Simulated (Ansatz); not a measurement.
# doublet CS(+): levels of theory in one basis

```xyz
2

C     0.0000    0.0000    0.0000
S     0.0000    0.0000    1.4950
```

Basis set: def2-SVP (spherical functions). Left uncorrelated: 6 orbitals. Correlation on ROHF uses semicanonical orbitals with singles. Charge 1, multiplicity 2.

Computed with Ansatz (development build ahead of 0.2.0); each method stands on the lowest determinant of its kind that the runs found.

```csv
method,E − E(ROHF) (eV),<S²> of the determinant
ROHF,0.00,0.75
UHF,-0.75,1.48
ROHF-MP2,-6.35,–
UHF-MP2,-5.52,1.48
ROHF-CCSD(T),-7.23,–
UHF-CCSDT(Q),-7.30,1.48
```

(1) What does UHF-CCSD(T) give on the same scale?

Results:

(1) -7.17 eV.

Caution for ROHF, ROHF-MP2, ROHF-CCSD(T): an unrestricted determinant lies well below. Caution for UHF, UHF-MP2, UHF-CCSD(T), UHF-CCSDT(Q): the unrestricted determinant is spin contaminated. Caution for UHF-CCSD(T): another reference gives a lower total.
